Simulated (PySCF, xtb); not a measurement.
Bonds broken one at a time in the series Ga Br-OH. Isolated molecules, 0 K electronic values unless said otherwise. One relaxed conformer stands for each flexible species; it need not be the lowest. Strings in code marks are SMILES.

Quantity: homolytic bond dissociation enthalpy at 298 K (no spin–orbit term), in eV. Enthalpy corrections at 298 K come from GFN2-xTB frequencies (xtb).

Level 1: B3LYP/3-21G // TPSSh-D3(BJ)/def2-TZVP (PySCF)
Level 2: BP86/6-31G* // TPSSh-D3(BJ)/def2-TZVP (PySCF)
Level 3: PBE/6-31G* // TPSSh-D3(BJ)/def2-TZVP (PySCF)
Level 4: frozen-core MP2/6-31G* // TPSSh-D3(BJ)/def2-TZVP (PySCF)

```json
[
 {"species": "Ga–Br bond of `[OH][Ga]([OH])[Br]` (H–O–Ga–Br torsion 0°, Br–Ga–O–H torsion 180°), giving `[Br]` and `[OH][Ga][OH]` (H–O–Ga–O torsion 180°, O–Ga–O–H torsion 0°)", "level 1": "3.92", "level 2": "3.76", "level 3": "3.82", "level 4": "3.93"},
 {"species": "O–Ga bond of `[OH][Ga]([OH])[OH]`, giving `[OH]` and `[OH][Ga][OH]` (H–O–Ga–O torsion 180°, O–Ga–O–H torsion 0°)", "level 1": "4.92", "level 2": "4.18", "level 3": "4.24", "level 4": "4.45"},
 {"species": "O–Ga bond of `[OH][Ga]([Br])[Br]` (H–O–Ga–Br torsion 180°), giving `[Br][Ga][Br]` and `[OH]`", "level 1": "4.91", "level 2": "4.09", "level 3": "4.17", "level 4": "4.44"},
 {"species": "Br–Ga bond of `[Br][Ga]([Br])[Br]`, giving `[Br]` and `[Br][Ga][Br]`", "level 1": "3.55", "level 2": "3.45", "level 3": "3.53", "level 4": "3.72"}
]
```
